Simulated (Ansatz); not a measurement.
COF2, singlet: the ladder up to RCCSDT(Q)

Geometry: MP2(full)/6-31G*, from the G2/97 set.

```xyz
4

O     0.0000    0.0000    1.3501
C     0.0000    0.0000    0.1637
F     0.0000    1.0695   -0.6202
F     0.0000   -1.0695   -0.6202
```

Basis cc-pVDZ; Ansatz 0.2.0. Only valence electrons are correlated (noble-gas cores frozen), which leaves 24 electrons in 52 orbitals. Prefix R: restricted or restricted open-shell reference. Active spaces: valence = (18e, 13o, short of the full valence) chosen from the atoms' valence shells.

Full CI isn't at hand for all of this; RCCSDT(Q) serves as the reference, and is uncertain by about the last step of the cluster series.

```
UHF ⟨S²⟩                          : 0.000
T1 diagnostic (RCCSD)             : 0.0146
largest doubles amplitude (RCCSD) : 0.090
```

```tsv
level	E − E(RHF) (eV)
RMP2	-18.5092
RCCSD	-18.6095
RCCSD(T)	-19.0895
```

Estimate how far RCCSDT(Q) in cc-pVDZ lies from RCCSD(T). The table doesn't fix it; the size of (T) and the diagnostics are the guide.

RCCSDT(Q) in cc-pVDZ lies 1.55 kcal/mol below RCCSD(T), which is 14 % of the (T) step (-11.07 kcal/mol). The diagnostics are small and the rest is a small part of (T), but (T) is large here. The miss exceeds 1 kcal/mol.

The other levels:

```
                   level  E − E(RCCSDT(Q)) (kcal/mol)  share of correlation (%)   wall time
                    CISD                        61.50                     86.08       6.5 s
                 BCCD(T)                         1.31                     99.70       1.1 s
                  RCCSDT                         1.27                     99.71           –
  CASSCF (valence space)                       342.58                     22.45           –
  NEVPT2 (valence space)                        35.43                     91.98  3 s (H100)
  MRCISD (valence space)                        33.68                     92.38           –
MRCISD+Q (valence space)                         4.83                     98.91  9 s (H100)
```

The correlation energy at RCCSDT(Q), counted from RHF, is -19.157 eV. That run took 2.9 s on 5 threads of AMD EPYC 7R13 with a whole H100 80 GB, shared host.

Times hold each run's SCF and search for its determinant on a shared host, so for small cases they say little of a method's own cost; rows without a card ran on 1 thread of AMD EPYC 7R13.

Natural occupations of CASSCF (valence space) about the gap: 1.984 1.983 1.976 1.975 1.950 0.061 0.035 0.033 0.021; effectively unpaired electrons, Σ n²(2−n)², 0.04.

Atomization energy (electronic, same basis, no zero-point term; atoms at the same level, unrestricted beside the R rows where the molecule is a closed shell, with restricted open-shell steps beyond CCSDT(Q)) at RCCSDT(Q): 1595.6 kJ/mol. Errors of other levels:

```
   level  error (kJ/mol)
     RHF          -543.0
    RMP2           100.9
    CISD          -223.6
   RCCSD           -41.4
RCCSD(T)            -4.1
 BCCD(T)            -2.8
  RCCSDT            -4.5
```

This basis is far from its limit, so the value isn't to be set against a measured one. Truncated CI isn't size-consistent, which counts against it in atomization.
